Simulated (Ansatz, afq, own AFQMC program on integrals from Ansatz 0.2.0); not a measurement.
CH₄, singlet in 6-31G, levels against full CI

```xyz
5

C     0.0000    0.0000    0.0000
H     0.6280    0.6300    0.6292
H    -0.6316   -0.6267    0.6289
H    -0.6266    0.6282   -0.6325
H     0.6301   -0.6314   -0.6257
```

Basis 6-31G. Only valence electrons are correlated. Integrals, coupled cluster, full CI and functionals: Ansatz 0.2.0; the random walks run on the same integrals in our own AFQMC program. The CISD trial takes its coefficients from CCSD amplitudes. Released means that phaseless walkers are propagated on without the constraint, phases kept. Free projection: walkers drawn from exp(T), propagated without any constraint. Its projection time is finite, and what remains of the start isn't in its error. Error bars are statistical, one sigma.

Determinant: RHF, the one that the program's search chose, which needn't be the lowest solution. The geometry is a point of a scan.

Full CI on the same integrals is exact in this basis and with this determinant's frozen core.

* T1 diagnostic: 0.0037
* weight of the determinant in the CISD state: 0.947
* size of the correlated space: 8 electrons in 16 orbitals

Reference: full CI, correlation energy -3.256 eV. The released energy is read at 2.40 1/Eh (meV from the phaseless value at times in 1/Eh: 1.4 ± 1.5 at 0.24, 2.3 ± 1.2 at 0.51, 2.8 ± 1.0 at 0.99, 4.7 ± 1.2 at 1.62, 5.2 ± 1.0 at 2.40).

```tsv
level	E − E(reference) (kJ/mol)	share of correlation (%)
HF	314.2	0.00
MP2	55.2	82.43
CCSD	5.0	98.41
CCSD(T)	0.8	99.75
CCSDT	0.2	99.93
CCSDT(Q)	0.0	100.00
CCSDTQ	0.0	99.99
ph-AFQMC/HF	-1.5 ± 1.6	100.48
ph-AFQMC/CISD	-0.4 ± 0.2	100.14
released AFQMC	0.0 ± 0.09	99.98
free AFQMC	0.1 ± 0.1	99.98
```

CCSDT and higher add their correlation energy to the determinant of the CCSD(T) run, since their own runs factorise the integrals more tightly (a shift of under 2 meV). Free projections are given only where their last times agree within the noise and don't stop above the reference; a slow remainder of the start can still hide under it. A walk keeps the symmetry of its determinant, which the program's search chose and which needn't be the lowest solution, so a lower state of the same spin and another symmetry isn't excluded. Released energies are given only where the last usable release times agree within the noise; a slower fall can still hide under it.
